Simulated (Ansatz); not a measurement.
Results of LDA (Ansatz, a first-principles code, plane waves, PAW) for CsCl-type TlBr.

The run printed, among other lines:

```
Crystal: 2 atoms, lattice volume = 60.005 Å³
Basis set: ecut = 520 eV, 1575 PW (Γ), exchange–correlation on 60×60×60 points (8 copies of the dense FFT grid, shifted against one another)
Bands: 14, of which v1, the nominal top of the filled ones, is band 10 counted from 1 (9 counted from 0)
Symmetry: 48 space group operations
Space group: Pm-3m (ITA 221), of the structure as read, at distance tolerance 3.9e-5 Å
k-points: 35 of 512
Functional: x = slater, c = lda
SCF iter   1: F=—  HF=-13841.915466 eV  |F-HF|=—  |Δ(HF+E_count)|=         —  Δρ=4.61e-3  dr2=1.32e-2
SCF iter   2: F=—  HF=-13841.910529 eV  |F-HF|=—  |Δ(HF+E_count)|=   4.94e-3  Δρ=2.29e-3  dr2=3.17e-3
  ...
SCF iter   7: F=—  HF=-13841.909548 eV  |F-HF|=—  |Δ(HF+E_count)|=   1.57e-9  Δρ=7.38e-7  dr2=2.48e-10
SCF iter   8: F=-13841.909548 eV  HF=-13841.909548 eV  |F-HF|=3.64e-12  |Δ(HF+E_count)|=  8.73e-11  Δρ=8.81e-8  dr2=5.31e-12
SCF 1 converged in 8 iterations: F = -13841.909548 eV  dr2 = 5.31e-12
SCF converged after 8 iterations
Free energy (F): -13841.909548 eV
Internal energy: -13841.909548 eV  (E = F + TS)
E sigma→0 (E₀):  -13841.909548 eV
Fermi energy:    6.251946 eV
--- Stress (GPa, compression-positive) ---
       -1.687056       0.000000       0.000000
        0.000000      -1.687056       0.000000
        0.000000       0.000000      -1.687056
  P = ⅓ Tr σ = -1.6871 GPa (-16.871 kbar)
```

**Question.** Write an input file that could have produced this run (the log leaves some choices open).

**Answer.** Several could match; the one computed here: 
Ansatz 0.2 input:
```yaml
crystal:
  lattice:
    - [3.9149683132, 0.0, 0.0]
    - [0.0, 3.9149683132, 0.0]
    - [0.0, 0.0, 3.9149683132]
  atoms:
    - { symbol: Tl, position: [0.0, 0.0, 0.0] }
    - { symbol: Br, position: [0.5, 0.5, 0.5] }
basis:
  ecutwfc: 520
  ecutrho_ratio: 4
  xc_grid: 2
kpoints:
  mp_grid: { grid: [8, 8, 8] }
hamiltonian:
  xc: lda
  dispersion: none
  pseudopotentials: { kind: paw }
scf:
  occupations: { method: fermi_dirac, width: 0.01 }
  convergence: { dr2_threshold: 0.0000000002 }
output:
  forces: true
  stress: true
  eigenvalues: true
```

The cell is one volume of an energy–volume scan, off the minimum.

The PAW data were made under PBE.
